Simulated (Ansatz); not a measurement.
Consider the interaction energy of a dimer with the counterpoise correction of C₂H₃Cl, SMILES C=CCl (Ansatz 0.2.0, Python API).

`c2h3cl_dimer.py`:
```python
'''Binding of a C2H3Cl dimer at a trial geometry.'''

import ansatz

FIRST = [
    ('C', (-0.4389, 0.1682, -0.5154)),
    ('C', (0.3759, -0.0078, 0.4604)),
    ('Cl', (0.8538, -1.5727, 0.9056)),
    ('H', (-0.8443, -0.594, -1.0993)),
    ('H', (-0.783, 1.2155, -0.8066)),
    ('H', (0.8364, 0.791, 1.0553)),
]
SECOND = [
    ('C', (3.0554, -2.4468, -2.2142)),
    ('C', (3.5969, -1.9032, -1.1855)),
    ('Cl', (3.7419, -0.2167, -1.0845)),
    ('H', (2.6634, -1.9262, -3.0275)),
    ('H', (2.9746, -3.5809, -2.3003)),
    ('H', (3.9775, -2.4421, -0.3087)),
]

def energy(atoms, ghosts=()):
    molecule = ansatz.Crystal.molecule()
    for symbol, xyz in atoms:
        molecule = molecule.atom(symbol, xyz)
    calc = (
        molecule.calculation()
        .basis(gaussian='cc-pVDZ')
        .functional('pbe0')
    )
    deck = calc.input()
    if ghosts:
        deck = deck.set(ansatz.key.basis.gaussian.ghost_atoms, [{'symbol': s, 'position_ang': list(xyz)} for s, xyz in ghosts])
    return ansatz.Session.from_dict(deck).plan().execute().report['free_energy_ev']

# monomers in their own basis and in the basis of the dimer
both = energy(FIRST + SECOND)
alone = energy(FIRST) + energy(SECOND)
ghosted = energy(FIRST, SECOND) + energy(SECOND, FIRST)
print(f'dimer {both:.6f} eV')
print(f'interaction, uncorrected   {96.485332 * (both - alone):8.3f} kJ/mol')
print(f'interaction, counterpoise  {96.485332 * (both - ghosted):8.3f} kJ/mol')
print(f'basis-set superposition    {96.485332 * (alone - ghosted):8.3f} kJ/mol')
```

How large is the interaction at this pose, and how much of it is basis-set superposition?

Uncorrected it is -0.682 kJ/mol, with the counterpoise correction 1.686 kJ/mol; the difference, 2.37 kJ/mol, is the superposition error. The sign changes with the correction, so this basis doesn't settle it.

The output:

Output of `python c2h3cl_dimer.py`:
```text
dimer -29276.175938 eV
interaction, uncorrected     -0.682 kJ/mol
interaction, counterpoise     1.686 kJ/mol
basis-set superposition       2.368 kJ/mol
```

The settings weren't tested for convergence. The dimer is a generated trial pose of unrelaxed monomers, not a minimum, so the figure is no binding energy, and the basis set is small. This level lacks the dispersion part of the attraction (electrostatics and induction are there), which can decide the sign where the interaction is weak. The whole script took 12 s on 1 thread of Arm Neoverse V2, on a shared host, peak memory 0.33 GiB.
